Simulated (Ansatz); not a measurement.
`CCOCF` → `COCF` + `[CH2]` (triplet) at 500 K and 1 bar (formal loss of a carbene).

Program: Ansatz. Geometries: PBE0-D4/def2-TZVP. ΔE: electronic, gas phase. CCSD(T)/CBS is the MP2 limit (def2-TZVPP, def2-QZVPP) plus CCSD(T) − MP2 in def2-TZVPP, frozen cores. This one scheme is used for every species. Triplets are unrestricted, without spin–orbit coupling. One conformer a species, not always the lowest.

```csv
species,CCSD(T)/CBS energy (Eh),H − E (kJ/mol),S (J/(mol·K))
`CCOCF`,-293.32300,308.1,379.6
`COCF`,-254.05716,224.7,333.7
`[CH2]` (triplet),-39.09499,62.7,213.9
```

H − E and S are ideal-gas, rigid-rotor, harmonic terms from PBE0-D4/def2-TZVP, for one conformer and one mirror image of each species, with the whole ground term of open shells counted as degenerate. 1 Eh = 2625.50 kJ/mol, R = 8.31446 J/(mol·K).

Task: By hand: ΔE, ΔH, ΔS and ΔG.

Result: ΔE = (-254.05716) + (-39.09499) − (-293.32300) = 0.17085 Eh = 448.6 kJ/mol. Δ(H − E) = 224.7 + 62.7 − 308.1 = -20.7, so ΔH = 427.9 kJ/mol. ΔS = 333.7 + 213.9 − 379.6 = 168.0 J/(mol·K). ΔG = 427.9 − 500 × (168.0)/1000 = 343.9 kJ/mol.

Task: By hand: the equilibrium constant, and the temperature at which ΔG would vanish if ΔH and ΔS stayed fixed.

Result: log₁₀ K = −ΔG/(RT ln 10) = -35.9. ΔG = 0 at ΔH/ΔS = 2547 K, far beyond where these terms or the molecules hold.

The number of gas molecules changes by +1, which sets the sign of ΔS. A doubt of 5 kJ/mol in ΔE shifts log₁₀ K by 0.5 here. Other conformers and mirror images would add mixing entropy, several J/(mol·K) or more a flexible species. A triplet takes part, so the spin changes. These are equilibria of isolated gas molecules and say nothing of rates. Largest T1 diagnostic: 0.011 (customary marks: 0.02 for closed shells, 0.045 for open ones).
